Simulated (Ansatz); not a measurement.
Coupled-cluster diagnostics for mu-NH2-B2H5 (B2NH7), Ansatz.

Geometry of the singlet (PBE-D4/def2-TZVP):

```csv
atom,x (Å),y (Å),z (Å)
B1,0.580,0.416,0.707
N2,-0.857,0.303,0.110
B3,0.019,-0.628,-0.784
H4,1.190,-0.420,-0.153
H5,1.114,1.471,0.497
H6,0.712,-0.131,1.769
H7,-1.557,-0.151,0.691
H8,-1.233,1.137,-0.332
H9,-0.185,-1.800,-0.616
H10,0.218,-0.198,-1.888
```

Correlated methods freeze 3 core orbitals.

Task: Estimate the CCSD(T) correlation energy, the shares of MP2 and (T), T1 and the reference's ⟨S²⟩ for: charge 0, singlet, own geometry in def2-TZVPP; charge 0, singlet, own geometry in def2-TZVPD; charge -1, doublet, vertical in def2-TZVPD; and the rough time on 4 threads of Arm Neoverse V1 on a shared host.

Result: 
```csv
state,basis,correlation (eV),MP2 share (%),(T) share (%),T1,⟨S²⟩ (pure),wall time,remarks
"charge 0, singlet, own geometry",def2-TZVPP,-14.418,89.3,3.4,0.010,0.00 (0.00),18 s,–
"charge 0, singlet, own geometry",def2-TZVPD,-14.077,88.6,3.4,0.010,0.00 (0.00),14 s,–
"charge -1, doublet, vertical",def2-TZVPD,-14.415,88.4,3.6,0.026,0.75 (0.75),5.9 min,HOMO above zero
```
Customary marks for T1 are 0.02 (closed shells), 0.045 (open shells) and about 0.05 (3d metals). T1 exceeds 0.02 in 1 of 3 rows and 0.045 in 0; the higher it lies, the less the single-reference result can be trusted.
